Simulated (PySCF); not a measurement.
# Broadened absorption spectrum of C2H7B

Compound: C2H7B.
Z-matrix (Å and degrees, PBE0-D3(BJ)/def2-SVP geometry), rows numbered from 1:
```
B 
C   1  1.5569
C   2  1.5235  1  118.64
H   1  1.2119  2  119.59  3   179.46
H   1  1.2127  2  122.23  3    -0.71
H   2  1.1098  1  105.77  3   125.90
H   2  1.1093  1  106.23  3  -126.40
H   3  1.1010  2  111.24  1   -59.69
H   3  1.1011  2  112.45  1   179.82
H   3  1.1010  2  111.25  1    59.30
```

Computed, not measured: TDDFT wB97X-D/def2-SVPD, vertical, gas phase, core orbitals frozen in the response (PySCF 2.14.0, density-fitted response routines).

Broadening: Gaussians 0.4 eV wide at half height, area fixed by f = 4.319×10⁻⁹ ∫ε dν̃. The width is an assumption, not a result. The curve ends short of the highest state used, and states not computed would add to its high-energy end.

(E (eV), ε (L mol⁻¹ cm⁻¹)): (5.30, 0), (5.37, 0), (5.44, 1), (5.51, 3), (5.58, 7), (5.66, 17), (5.73, 33), (5.80, 54), (5.87, 75), (5.94, 88), (6.01, 89), (6.08, 77), (6.16, 53), (6.23, 32), (6.30, 16), (6.37, 7), (6.44, 3), (6.51, 1), (6.58, 0), (6.66, 0), (6.73, 0), (6.80, 0), (6.87, 0), (6.94, 0), (7.01, 0), (7.08, 0), (7.16, 1), (7.23, 4), (7.30, 15), (7.37, 53), (7.44, 159), (7.51, 401), (7.59, 936), (7.66, 1639), (7.73, 2420), (7.80, 3016), (7.87, 3172), (7.94, 2815), (8.01, 2110), (8.09, 1238), (8.16, 662), (8.23, 327), (8.30, 191), (8.37, 185), (8.44, 280), (8.51, 513), (8.59, 1063), (8.66, 1882), (8.73, 2954), (8.80, 4005), (8.87, 4633), (8.94, 4548), (9.01, 3781), (9.09, 2500), (9.16, 1486), (9.23, 854)

Q: Where are the band maxima, and which computed states make them?

A: 207 nm (5.98 eV), ε about 91, made up of S1 (18%) and S2 (82%); 158 nm (7.85 eV), ε about 3200, made up of S3 (100%); 139 nm (8.90 eV), ε about 4700, made up of S6 (98%) (ε in L mol⁻¹ cm⁻¹; maxima over ε = 5, shares over 10%). The states used: S1 5.90 eV (f 0.0003); S2 6.00 eV (f 0.0011); S3 7.86 eV (f 0.047); S4 8.48 eV (f 0.0019); S5 8.71 eV (f 0.0018); S6 8.90 eV (f 0.069); S7 9.53 eV (f 0.0002); S8 9.67 eV (f 0.055); S9 9.70 eV (f 0.0058); S10 9.83 eV (f 0.138).

Q: What would ε be at 8.90 eV, the highest of these maxima, with half the width (0.2 eV)?

A: About 9260 L mol⁻¹ cm⁻¹ against 4690, a factor of about 1.97; a lone state at its own centre would give exactly 2.

Q: Coming from long wavelengths, where does ε first pass 100 L mol⁻¹ cm⁻¹?

A: At about 167 nm (7.41 eV), 1.51 eV above S1.

Q: On this curve, what absorbance would a 10⁻⁵ mol/L sample give at 193 nm over a 1 cm path?

A: 193 nm is 6.424 eV, where ε is about 3.3 L mol⁻¹ cm⁻¹, so A = ε c l ≈ 3.3e-05 (Beer–Lambert, with the gas-phase spectrum and the assumed width).

The vertical ionisation energy (ΔSCF) is 11.23 eV, 1.40 eV above S10.

One conformer stands for the species.
